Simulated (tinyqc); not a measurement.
G0W0 on RHF in the sto-3g basis, for H2O, spin multiplicity 1, step by step. One step of it, computed by the program tinyqc.

Task: Screening: direct RPA. With D = e_a - e_i and K = (ia|jb): diagonalise D^(1/2) (D + 4K) D^(1/2) = Z w^2 Z^T; X + Y = D^(1/2) Z w^(-1/2), each column of Z with its largest component positive (the first on a tie); E_c = (sum w - tr (D + 2K)) / 2.

orbital energies (hartree): MO1 -20.263084, MO2 -1.224390, MO3 -0.555948, MO4 -0.448360, MO5 -0.390534, MO6 0.499006, MO7 0.618347

Two-electron integrals over orbitals (pq|rs), unique and non-zero (hartree):
```
(11|11) 4.746299    (21|11) -0.425154   (21|21) 0.060289    (22|11) 1.014958
(22|21) -0.014554   (22|22) 0.724908    (31|11) 0.027272    (31|21) -0.003369
(31|22) 0.002656    (31|31) 0.011155    (32|11) -0.016643   (32|21) 0.001536
(32|22) 0.006568    (32|31) 0.017154    (32|32) 0.133938    (33|11) 0.778277
(33|21) -0.004826   (33|22) 0.625491    (33|31) -0.000736   (33|32) -0.001607
(33|33) 0.606413    (41|11) 0.172279    (41|21) -0.022285   (41|22) 0.013410
(41|31) 0.002036    (41|32) 0.000203    (41|33) 0.005778    (41|41) 0.024874
(42|11) -0.145611   (42|21) 0.008424    (42|22) -0.017401   (42|31) 0.000061
(42|32) 0.002983    (42|33) 0.003097    (42|41) 0.017954    (42|42) 0.127947
(43|11) 0.028410    (43|21) -0.001034   (43|22) 0.011239    (43|31) -0.002975
(43|32) 0.024032    (43|33) 0.008177    (43|41) -0.001525   (43|42) -0.014063
(43|43) 0.054925    (44|11) 0.941893    (44|21) -0.011653   (44|22) 0.660501
(44|31) -0.000082   (44|32) -0.014306   (44|33) 0.574795    (44|41) -0.008985
(44|42) -0.094067   (44|43) 0.010623    (44|44) 0.713925    (51|51) 0.025981
(52|51) 0.032979    (52|52) 0.148519    (53|51) -0.002018   (53|52) -0.007125
(53|53) 0.027726    (54|51) -0.012470   (54|52) -0.045425   (54|53) 0.003861
(54|54) 0.050047    (55|11) 1.115353    (55|21) -0.012004   (55|22) 0.751995
(55|31) 0.000764    (55|32) -0.008514   (55|33) 0.612125    (55|41) 0.004843
(55|42) -0.078685   (55|43) 0.016161    (55|44) 0.695652    (55|55) 0.880159
(61|11) 0.192650    (61|21) -0.029206   (61|22) 0.001510    (61|31) 0.004834
(61|32) 0.004475    (61|33) -0.000976   (61|41) -0.002538   (61|42) -0.020360
(61|43) 0.000910    (61|44) 0.015907    (61|55) 0.005181    (61|61) 0.026208
(62|11) -0.258698   (62|21) 0.005742    (62|22) -0.126347   (62|31) 0.002687
(62|32) 0.016685    (62|33) -0.068587   (62|41) -0.017994   (62|42) -0.030180
(62|43) -0.008610   (62|44) -0.060432   (62|55) -0.136320   (62|61) 0.010836
(62|62) 0.093019    (63|11) 0.099045    (63|21) -0.002019   (63|22) 0.046502
(63|31) -0.002992   (63|32) 0.029156    (63|33) 0.030475    (63|41) 0.000649
(63|42) -0.020528   (63|43) 0.035099    (63|44) 0.029459    (63|55) 0.055302
(63|61) 0.000115    (63|62) -0.025502   (63|63) 0.074932    (64|11) -0.259768
(64|21) 0.003359    (64|22) -0.120160   (64|31) -0.002460   (64|32) -0.019118
(64|33) -0.049875   (64|41) -0.000573   (64|42) 0.050449    (64|43) -0.017222
(64|44) -0.127444   (64|55) -0.143136   (64|61) -0.002980   (64|62) 0.053436
(64|63) -0.044536   (64|64) 0.099754    (65|51) -0.012766   (65|52) -0.049487
(65|53) 0.008309    (65|54) -0.004677   (65|65) 0.034235    (66|11) 0.795021
(66|21) -0.007546   (66|22) 0.598216    (66|31) -0.002657   (66|32) -0.044706
(66|33) 0.556333    (66|41) 0.017399    (66|42) 0.045992    (66|43) -0.032298
(66|44) 0.556147    (66|55) 0.584518    (66|61) -0.009270   (66|62) -0.087981
(66|63) -0.018676   (66|64) -0.037099   (66|66) 0.617031    (71|11) 0.070306
(71|21) -0.011011   (71|22) -0.000564   (71|31) -0.013571   (71|32) -0.021359
(71|33) 0.001725    (71|41) 0.000900    (71|42) -0.004716   (71|43) 0.004387
(71|44) 0.004601    (71|55) 0.001834    (71|61) 0.002952    (71|62) -0.002724
(71|63) 0.003867    (71|64) 0.002280    (71|66) 0.003288    (71|71) 0.020675
(72|11) -0.098924   (72|21) 0.001959    (72|22) -0.047931   (72|31) -0.014360
(72|32) -0.046739   (72|33) -0.016159   (72|41) -0.004418   (72|42) -0.000142
(72|43) 0.030397    (72|44) -0.030757   (72|55) -0.051039   (72|61) -0.002816
(72|62) 0.010939    (72|63) 0.023014    (72|64) 0.022801    (72|66) -0.032972
(72|71) 0.017573    (72|72) 0.070465    (73|11) -0.351784   (73|21) 0.006798
(73|22) -0.147126   (73|31) 0.000023    (73|32) 0.025686    (73|33) -0.085433
(73|41) 0.000532    (73|42) 0.075737    (73|43) -0.000361   (73|44) -0.139349
(73|55) -0.189765   (73|61) -0.005551   (73|62) 0.060994    (73|63) -0.019218
(73|64) 0.086031    (73|66) -0.057218   (73|71) -0.002221   (73|72) 0.031724
(73|73) 0.154248    (74|11) -0.043004   (74|21) 0.000558    (74|22) -0.015182
(74|31) 0.008320    (74|32) 0.071050    (74|33) -0.009267   (74|41) -0.001168
(74|42) 0.001467    (74|43) 0.006915    (74|44) -0.025961   (74|55) -0.022656
(74|61) 0.003442    (74|62) 0.017933    (74|63) 0.039892    (74|64) -0.006429
(74|66) -0.041626   (74|71) -0.010642   (74|72) -0.011043   (74|73) 0.033194
(74|74) 0.066321    (75|51) -0.004627   (75|52) -0.018115   (75|53) -0.022106
(75|54) 0.001485    (75|65) 0.003422    (75|75) 0.025772    (76|11) -0.006616
(76|21) 0.000402    (76|22) 0.005366    (76|31) 0.006654    (76|32) 0.072824
(76|33) -0.004168   (76|41) 0.003982    (76|42) 0.014682    (76|43) 0.047361
(76|44) -0.017068   (76|55) -0.004127   (76|61) -0.001176   (76|62) -0.009449
(76|63) 0.044990    (76|64) -0.020964   (76|66) -0.042175   (76|71) -0.008891
(76|72) 0.004218    (76|73) 0.030546    (76|74) 0.044001    (76|76) 0.081765
(77|11) 0.838516    (77|21) -0.008646   (77|22) 0.614805    (77|31) 0.005717
(77|32) 0.052148    (77|33) 0.589897    (77|41) 0.005047    (77|42) -0.013007
(77|43) 0.035663    (77|44) 0.574484    (77|55) 0.609592    (77|61) 0.004276
(77|62) -0.060842   (77|63) 0.059248    (77|64) -0.063084   (77|66) 0.525497
(77|71) -0.005259   (77|72) -0.019850   (77|73) -0.070183   (77|74) 0.026913
(77|76) 0.043897    (77|77) 0.631298
```

Give: D^(1/2) (D + 4K) D^(1/2); excitation energies w; X + Y; RPA correlation energy.

Result:

D^(1/2) (D + 4K) D^(1/2) (hartree^2):
```
         1>6      1>7     2>6     2>7     3>6     3>7     4>6     4>7
1>6  433.241    0.246   0.259  -0.070   0.002  -0.110  -0.053   0.065
1>7    0.246  437.761  -0.065   0.436   0.073  -0.044   0.041  -0.201
2>6    0.259   -0.065   3.611   0.078  -0.138   0.347   0.273   0.097
2>7   -0.070    0.436   0.078   3.915   0.128   0.187   0.121  -0.062
3>6    0.002    0.073  -0.138   0.128   1.429  -0.086  -0.178   0.169
3>7   -0.110   -0.044   0.347   0.187  -0.086   2.104   0.363   0.149
4>6   -0.053    0.041   0.273   0.121  -0.178   0.363   1.276  -0.026
4>7    0.065   -0.201   0.097  -0.062   0.169   0.149  -0.026   1.421
5>6    0.000    0.000   0.000   0.000   0.000   0.000   0.000   0.000
5>7    0.000    0.000   0.000   0.000   0.000   0.000   0.000   0.000

       5>6    5>7
1>6  0.000  0.000
1>7  0.000  0.000
2>6  0.000  0.000
2>7  0.000  0.000
3>6  0.000  0.000
3>7  0.000  0.000
4>6  0.000  0.000
4>7  0.000  0.000
5>6  0.913  0.013
5>7  0.013  1.122
```

excitation energies w (hartree): [0.955, 1.037, 1.060, 1.103, 1.279, 1.459, 1.922, 2.001, 20.814, 20.923]

X + Y:
```
          1       2      3       4       5       6       7       8
1>6   0.000   0.000  0.000   0.000  -0.001   0.002  -0.002   0.000
1>7   0.000  -0.001  0.000   0.001   0.001   0.001   0.002  -0.003
2>6   0.000  -0.048  0.000  -0.064   0.040  -0.302   0.821   0.378
2>7   0.000  -0.049  0.000   0.072  -0.020  -0.100  -0.434   0.853
3>6   0.000   0.387  0.000  -0.581   0.628  -0.101  -0.066   0.007
3>7   0.000  -0.277  0.000  -0.258   0.098   0.801   0.134   0.139
4>6   0.000   0.845  0.000   0.176  -0.228   0.241   0.075   0.071
4>7   0.000  -0.006  0.000   0.725   0.606   0.101   0.039   0.003
5>6   0.963   0.000  0.057   0.000   0.000   0.000   0.000   0.000
5>7  -0.063   0.000  0.974   0.000   0.000   0.000   0.000   0.000

          9     10
1>6   0.997  0.054
1>7  -0.054  0.998
2>6   0.000  0.000
2>7   0.000  0.000
3>6   0.000  0.000
3>7   0.000  0.000
4>6   0.000  0.000
4>7   0.000  0.000
5>6   0.000  0.000
5>7   0.000  0.000
```

RPA correlation energy = -0.06487 hartree
